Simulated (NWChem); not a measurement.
System: N2H4 anion, doublet; SMILES of the neutral closed-shell parent NN

NWChem input:

```
start job
memory heap 200 mb stack 900 mb global 1100 mb
charge -1
geometry units angstroms noautosym nocenter noautoz
  N     -0.077756     0.721658     0.128488
  N      0.077756    -0.721658     0.128488
  H      0.877717     1.084774     0.224789
  H     -0.365208     1.012026    -0.833918
  H     -0.877717    -1.084774     0.224789
  H      0.365208    -1.012026    -0.833918
end
basis spherical
  * library 6-31g*
end
dft
  odft
  mult 2
  xc hfexch
  iterations 150
  mulliken
end
task dft energy
esp
  recalculate
  probe 0.07
  range 0.3
  factor 1.0
  spacing 0.02
end
task esp
```

Parts of the log:

```
             Northwest Computational Chemistry Package (NWChem) 7.3.0
             --------------------------------------------------------

                             Geometry "geometry" -> ""
                             -------------------------

 Output coordinates in angstroms (scale by  1.889725989 to convert to a.u.)

  No.       Tag          Charge          X              Y              Z
 ---- ---------------- ---------- -------------- -------------- --------------
    1 N                    7.0000    -0.07775600     0.72165800     0.12848800
    2 N                    7.0000     0.07775600    -0.72165800     0.12848800
    3 H                    1.0000     0.87771700     1.08477400     0.22478900
    4 H                    1.0000    -0.36520800     1.01202600    -0.83391800
    5 H                    1.0000    -0.87771700    -1.08477400     0.22478900
    6 H                    1.0000     0.36520800    -1.01202600    -0.83391800

 Effective nuclear repulsion energy (a.u.)      41.0788580624

  xc_inp: hfexch multiplicative factor not found.

                                 NWChem DFT Module
                                 -----------------

 Summary of "ao basis" -> "ao basis" (spherical)
 ------------------------------------------------------------------------------
       Tag                 Description            Shells   Functions and Types
 ---------------- ------------------------------  ------  ---------------------
 N                           6-31g*                  6       14   3s2p1d
 H                           6-31g*                  2        2   2s

            General Information
            -------------------
          SCF calculation type: DFT
          Wavefunction type:  spin polarized.
          No. of atoms     :     6
          No. of electrons :    19
           Alpha electrons :    10
            Beta electrons :     9
          Charge           :    -1
          Spin multiplicity:     2
          Use of symmetry is: off; symmetry adaption is: off
          Maximum number of iterations: 150
          AO basis - number of functions:    36
                     number of shells:    20
          Convergence on energy requested:  1.00D-06
          Convergence on density requested:  1.00D-05
          Convergence on gradient requested:  5.00D-04

              XC Information
              --------------
                     Hartree-Fock (Exact) Exchange  1.000

      Superposition of Atomic Density Guess
      -------------------------------------

 Sum of atomic energies:        -110.58040665

 Renormalizing density from      18.00 to     19

      Non-variational initial energy
      ------------------------------

 Total energy =    -115.329726
 1-e energy   =    -243.205290
 2-e energy   =      86.796706
 HOMO         =       0.420087
 LUMO         =       0.472114

     ---------------------------------------------
      Total Density - Mulliken Population Analysis
     ---------------------------------------------

    Atom       Charge   Shell Charges
 -----------   ------   -------------------------------------------------------
    1 N    7     7.35   2.00  0.74  1.96  0.81  1.82  0.03
    2 N    7     7.35   2.00  0.74  1.96  0.81  1.82  0.03
    3 H    1     0.99   0.47  0.53
    4 H    1     1.15   0.46  0.69
    5 H    1     0.99   0.47  0.53
    6 H    1     1.15   0.46  0.69

     --------------------------------------------
      Spin Density - Mulliken Population Analysis
     --------------------------------------------

    Atom       Charge   Shell Charges
 -----------   ------   -------------------------------------------------------
    1 N    7     0.00   0.00  0.01  0.04 -0.09  0.03 -0.00
    2 N    7     0.00   0.00  0.01  0.04 -0.09  0.03 -0.00
    3 H    1     0.18   0.00  0.17
    4 H    1     0.32   0.00  0.32
    5 H    1     0.18   0.00  0.17
    6 H    1     0.32   0.00  0.32

   convergence    iter        energy       DeltaE   RMS-Dens  Diis-err
 ---------------- ----- ----------------- --------- --------- ---------
 d= 0,ls=0.0,diis     1   -110.8249529458 -1.52D+02  2.70D-02  2.89D-01
                                                     1.41D-02  2.86D-01
 d= 0,ls=0.0,diis     2   -110.9258172559 -1.01D-01  1.25D-02  9.12D-02
                                                     3.79D-03  8.44D-02
 d= 0,ls=0.0,diis     3   -110.9633823211 -3.76D-02  4.33D-03  5.89D-04
                                                     1.46D-03  7.96D-04
 d= 0,ls=0.0,diis     4   -110.9643455495 -9.63D-04  3.25D-03  8.39D-05
                                                     6.01D-04  6.72D-05
 d= 0,ls=0.0,diis     5   -110.9645628557 -2.17D-04  3.38D-03  2.90D-05
                                                     3.98D-04  1.80D-05
  Resetting Diis
 d= 0,ls=0.0,diis     6   -110.9646709905 -1.08D-04  2.43D-03  8.40D-06
                                                     1.62D-04  2.52D-06
 d= 0,ls=0.0,diis     7   -110.9647052473 -3.43D-05  4.00D-04  1.48D-06
                                                     3.22D-05  5.42D-07
 d= 0,ls=0.0,diis     8   -110.9647083824 -3.14D-06  8.64D-04  7.72D-07
                                                     6.22D-05  2.63D-07
 d= 0,ls=0.0,diis     9   -110.9647120516 -3.67D-06  2.70D-04  8.86D-08
                                                     1.93D-05  5.08D-08
 d= 0,ls=0.0,diis    10   -110.9647124564 -4.05D-07  1.54D-04  1.76D-08
                                                     1.31D-05  1.87D-08
 d= 0,ls=0.0,diis    11   -110.9647125470 -9.06D-08  2.47D-05  1.88D-09
                                                     2.99D-06  1.03D-09
 d= 0,ls=0.0,diis    12   -110.9647125512 -4.20D-09  7.65D-06  1.88D-10
                                                     8.88D-07  2.59D-10

         Total DFT energy =     -110.964712551180
      One electron energy =     -236.783547916688
           Coulomb energy =       99.525463209616
    Exchange-Corr. energy =      -14.785485906480
 Nuclear repulsion energy =       41.078858062373

 Numeric. integr. density =        0.000000000000

                    DFT Final Alpha Molecular Orbital Analysis
                    ------------------------------------------

 Vector    8  Occ=1.000000D+00  E=-1.667667D-01
              MO Center=  8.2D-14, -2.9D-13,  2.1D-01, r^2= 1.6D+00
   Bfn.  Coefficient  Atom+Function         Bfn.  Coefficient  Atom+Function
  ----- ------------  ---------------      ----- ------------  ---------------
     3      0.317067  1 N  px                17     -0.317067  2 N  px
     7      0.263017  1 N  px                21     -0.263017  2 N  px
     6     -0.192577  1 N  s                 20     -0.192577  2 N  s
     5     -0.181137  1 N  pz                 9     -0.181395  1 N  pz
    19     -0.181137  2 N  pz                23     -0.181395  2 N  pz

 Vector    9  Occ=1.000000D+00  E=-1.513925D-01
              MO Center= -8.0D-14,  3.0D-13,  1.3D-01, r^2= 1.7D+00
   Bfn.  Coefficient  Atom+Function         Bfn.  Coefficient  Atom+Function
  ----- ------------  ---------------      ----- ------------  ---------------
     5      0.350369  1 N  pz                19     -0.350369  2 N  pz
     9      0.295504  1 N  pz                23     -0.295504  2 N  pz
     6      0.203307  1 N  s                 20     -0.203307  2 N  s
    32     -0.183671  4 H  s                 36      0.183671  6 H  s
     7     -0.150810  1 N  px                21     -0.150810  2 N  px

 Vector   10  Occ=1.000000D+00  E= 1.868384D-01
              MO Center= -6.4D-15, -2.0D-13, -7.3D-01, r^2= 3.5D+00
   Bfn.  Coefficient  Atom+Function         Bfn.  Coefficient  Atom+Function
  ----- ------------  ---------------      ----- ------------  ---------------
     6      0.990763  1 N  s                 20      0.990763  2 N  s
    32     -0.976502  4 H  s                 36     -0.976502  6 H  s
    30     -0.519702  3 H  s                 34     -0.519702  5 H  s
     9     -0.359259  1 N  pz                23     -0.359259  2 N  pz
     8      0.247176  1 N  py                22     -0.247176  2 N  py

 Vector   11  Occ=0.000000D+00  E= 4.402246D-01
              MO Center=  7.0D-14,  2.0D-13, -2.7D-01, r^2= 4.6D+00
   Bfn.  Coefficient  Atom+Function         Bfn.  Coefficient  Atom+Function
  ----- ------------  ---------------      ----- ------------  ---------------
     6      1.354301  1 N  s                 20     -1.354301  2 N  s
    30     -0.981377  3 H  s                 34      0.981377  5 H  s
    32     -0.840805  4 H  s                 36      0.840805  6 H  s
     9     -0.344347  1 N  pz                23      0.344347  2 N  pz
     7      0.320629  1 N  px                21      0.320629  2 N  px

 Vector   12  Occ=0.000000D+00  E= 5.084904D-01
              MO Center=  5.7D-13,  1.3D-12, -4.6D-02, r^2= 4.1D+00
   Bfn.  Coefficient  Atom+Function         Bfn.  Coefficient  Atom+Function
  ----- ------------  ---------------      ----- ------------  ---------------
    30      1.224887  3 H  s                 34      1.224887  5 H  s
    32     -0.727494  4 H  s                 36     -0.727494  6 H  s
     7     -0.720313  1 N  px                21      0.720313  2 N  px
     9     -0.337220  1 N  pz                23     -0.337220  2 N  pz
     6     -0.324517  1 N  s                 20     -0.324517  2 N  s

 Vector   13  Occ=0.000000D+00  E= 5.243255D-01
              MO Center= -6.8D-13, -1.3D-12, -4.4D-01, r^2= 4.2D+00
   Bfn.  Coefficient  Atom+Function         Bfn.  Coefficient  Atom+Function
  ----- ------------  ---------------      ----- ------------  ---------------
    32      1.169526  4 H  s                 36     -1.169526  6 H  s
    30     -1.030071  3 H  s                 34      1.030071  5 H  s
     9      0.601928  1 N  pz                23     -0.601928  2 N  pz
     7      0.519207  1 N  px                21      0.519207  2 N  px
     3      0.182648  1 N  px                17      0.182648  2 N  px

                     DFT Final Beta Molecular Orbital Analysis
                     -----------------------------------------

 Vector    7  Occ=1.000000D+00  E=-3.194048D-01
              MO Center= -6.1D-15, -7.7D-15,  1.5D-01, r^2= 1.6D+00
   Bfn.  Coefficient  Atom+Function         Bfn.  Coefficient  Atom+Function
  ----- ------------  ---------------      ----- ------------  ---------------
     4      0.350091  1 N  py                18     -0.350091  2 N  py
     8      0.212214  1 N  py                22     -0.212214  2 N  py
    29      0.181014  3 H  s                 33      0.181014  5 H  s
    30      0.152680  3 H  s                 34      0.152680  5 H  s
     3      0.145231  1 N  px                17     -0.145231  2 N  px

 Vector    8  Occ=1.000000D+00  E=-1.587095D-01
              MO Center=  6.6D-14, -2.4D-13,  2.1D-01, r^2= 1.6D+00
   Bfn.  Coefficient  Atom+Function         Bfn.  Coefficient  Atom+Function
  ----- ------------  ---------------      ----- ------------  ---------------
     3      0.314705  1 N  px                17     -0.314705  2 N  px
     7      0.269411  1 N  px                21     -0.269411  2 N  px
     6     -0.190510  1 N  s                 20     -0.190510  2 N  s
     5     -0.180783  1 N  pz                19     -0.180783  2 N  pz
     9     -0.178237  1 N  pz                23     -0.178237  2 N  pz

 Vector    9  Occ=1.000000D+00  E=-1.451496D-01
              MO Center= -6.9D-14,  2.5D-13,  1.5D-01, r^2= 1.6D+00
   Bfn.  Coefficient  Atom+Function         Bfn.  Coefficient  Atom+Function
  ----- ------------  ---------------      ----- ------------  ---------------
     5      0.360351  1 N  pz                19     -0.360351  2 N  pz
     9      0.325389  1 N  pz                23     -0.325389  2 N  pz
     6      0.159402  1 N  s                 20     -0.159402  2 N  s
    31     -0.145363  4 H  s                 35      0.145363  6 H  s
     7     -0.143323  1 N  px                21     -0.143323  2 N  px

 Vector   10  Occ=0.000000D+00  E= 4.659381D-01
              MO Center=  4.7D-13,  1.3D-12, -3.4D-01, r^2= 4.1D+00
   Bfn.  Coefficient  Atom+Function         Bfn.  Coefficient  Atom+Function
  ----- ------------  ---------------      ----- ------------  ---------------
     6      1.080458  1 N  s                 20      1.080458  2 N  s
    30     -0.890039  3 H  s                 34     -0.890039  5 H  s
    32     -0.721625  4 H  s                 36     -0.721625  6 H  s
     7      0.324228  1 N  px                21     -0.324228  2 N  px
     8      0.283308  1 N  py                22     -0.283308  2 N  py

 Vector   11  Occ=0.000000D+00  E= 4.920296D-01
              MO Center= -8.3D-13, -1.2D-12,  7.3D-02, r^2= 4.6D+00
   Bfn.  Coefficient  Atom+Function         Bfn.  Coefficient  Atom+Function
  ----- ------------  ---------------      ----- ------------  ---------------
     6      1.362556  1 N  s                 20     -1.362556  2 N  s
    30     -1.214478  3 H  s                 34      1.214478  5 H  s
     7      0.467620  1 N  px                21      0.467620  2 N  px
    32     -0.430569  4 H  s                 36      0.430569  6 H  s
     9     -0.142082  1 N  pz                23      0.142082  2 N  pz

 Vector   12  Occ=0.000000D+00  E= 5.474799D-01
              MO Center=  1.5D-13,  2.2D-12, -4.6D-01, r^2= 3.9D+00
   Bfn.  Coefficient  Atom+Function         Bfn.  Coefficient  Atom+Function
  ----- ------------  ---------------      ----- ------------  ---------------
    32     -1.001063  4 H  s                 36     -1.001063  6 H  s
    30      0.995028  3 H  s                 34      0.995028  5 H  s
     7     -0.650328  1 N  px                21      0.650328  2 N  px
     9     -0.436412  1 N  pz                23     -0.436412  2 N  pz
     3     -0.179816  1 N  px                17      0.179816  2 N  px

     ---------------------------------------------
      Total Density - Mulliken Population Analysis
     ---------------------------------------------

[...]

                     NWChem Electrostatic Potential Fit Module
                     -----------------------------------------

 Atom parameters

 Number of atoms is                                    6
 Number of basis functions is                         36

 Grid parameters

 Maximum number of grid points is                  27327
 Number of grid points is                          27326
 Grid range                                     0.300000 nm
 Grid spacing                                   0.020000 nm
 Probe radius                                   0.070000 nm
 Atom radius factor                             1.000000

 Atomic radii

    1    0.100000
    7    0.140000
 FASTESP  F
  using M.O. file = ./job.movecs

    Atom              Coordinates                           Charge

                                                  ESP

    1 N    -0.007776    0.072166    0.012849   -0.598786
    2 N     0.007776   -0.072166    0.012849   -0.606937
    3 H     0.087772    0.108477    0.022479    0.174288
    4 H    -0.036521    0.101203   -0.083392   -0.074741
    5 H    -0.087772   -0.108477    0.022479    0.176779
    6 H     0.036521   -0.101203   -0.083392   -0.070602
                                            ------------
                                               -1.000000

 Dipole moment                                  0.210651

 Quadrupole moment Qxx                          3.445498
                   Qyy                         -3.062368
                   Qzz                         -0.383130

 RMS deviation kJ/mol                           0.213502

 RRMS %                                         7.600584
```

Level: UHF/6-31G* (spherical d). In the optimisation the excess spin sits in a (C2, its own frame). Sets without diffuse functions describe the anion's extra electron poorly. All runs use the structure optimised with B3LYP/def2-SVPD, spin-unrestricted. The spin multiplicity was typed, not searched, and may not be the lowest. No stability test was run on the SCF state. The highest occupied level is positive, so the extra electron may be held by the finite basis.
